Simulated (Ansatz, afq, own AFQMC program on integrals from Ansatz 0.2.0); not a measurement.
**BH$_{4}$, doublet in 6-31G, levels against full CI**

```tsv
atom	x (Å)	y (Å)	z (Å)
B	0.0000	0.0000	0.0000
H	0.7141	1.3991	1.3959
H	-0.7307	-1.3908	1.3956
H	-0.7109	1.3925	-1.4042
H	0.7275	-1.4008	-1.3874
```

Basis 6-31G. Only valence electrons are correlated. AFQMC by an in-house program on the Cholesky factors that Ansatz 0.2.0 writes for its CCSD(T) run. The CISD trial takes its coefficients from CCSD amplitudes. Released means that phaseless walkers are propagated on without the constraint, phases kept. Error bars are statistical, one sigma.

Determinant: UHF, the one that the program's search chose, which needn't be the lowest solution. The geometry is a point of a scan.

Full CI on the same integrals is exact in this basis and with this determinant's frozen core.

Cautions: the search met a lower determinant of the same kind, perhaps of another symmetry (641 meV lower); strong correlation (T1 0.167, weight of the determinant 0.48, largest double 0.21); (T) is large, 7 % of the CCSD correlation; unrestricted determinant spin contaminated (⟨S²⟩ 2.20 against 0.75); CCSD(T) is in doubt: in a space of 7 electrons in 8 natural orbitals full CI lies 140 meV below it; the released energies are still falling, so no released level is given (meV from the phaseless value at times in 1/Eh: -21 ± 8 at 0.24, -30 ± 9 at 0.51, -69 ± 10 at 0.99, -82 ± 8 at 1.62, -118 ± 7 at 2.40).

```
T1 diagnostic                               : 0.1674
weight of the determinant in the CISD state : 0.477
⟨S²⟩ of the determinant                     : 2.204
size of the correlated space                : 7 electrons in 16 orbitals
```

Reference: full CI, correlation energy -3.665 eV. The cautions show a poor starting determinant, so the rows tell how each method copes with it here, and full CI is the sure value.

| level | E − E(reference) (meV) | share of correlation (%) |
| --- | --- | --- |
| HF | 3665.4 | 0.00 |
| MP2 | 2775.4 | 24.28 |
| CCSD | 380.6 | 89.62 |
| CCSD(T) | 166.6 | 95.46 |
| CCSDT | 36.9 | 98.99 |
| CCSDT(Q) | 2.6 | 99.93 |
| CCSDTQ | 4.9 | 99.87 |
| ph-AFQMC/HF | 428.7 ± 17.3 | 88.30 |
| ph-AFQMC/CISD | 211.9 ± 8.0 | 94.22 |

CCSDT and higher add their correlation energy to the determinant of the CCSD(T) run, since their own runs factorise the integrals more tightly (a shift of under 2 meV). A walk keeps the symmetry of its determinant, which the program's search chose and which needn't be the lowest solution, so a lower state of the same spin and another symmetry isn't excluded.
